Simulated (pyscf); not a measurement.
Structures and frequencies: ωB97X-D3(BJ)/def2-SVP in PySCF.

Problem. Estimate the classical barrier height and the reaction energy of `[NH2][B]([OH])[Cl]` + `[ClH]` -> `[OH][B]([Cl])[Cl]` + `[NH3]` at ωB97M-D3(BJ)/def2-TZVP. The step runs on the singlet surface, breaks B–N, Cl–H and forms B–Cl, H–N; take the separated reactants as zero.

Solution. ΔE‡ = 52.1 kJ/mol, ΔE = +34.0 kJ/mol. Zero-point energy shifts the barrier by +4.7 kJ/mol. It is a four-centre exchange, with an imaginary mode of 792i cm⁻¹. On the product side the descent ends in an adduct with a B–N contact, 76.8 kJ/mol under the separated species and 97.1 kJ/mol under the saddle at ωB97X-D3(BJ)/def2-TZVP. What is counted as broken (B–N) persists as a longer contact in the product adduct; parting that adduct is a step of its own. One saddle was located; it need not be the lowest between these sides.
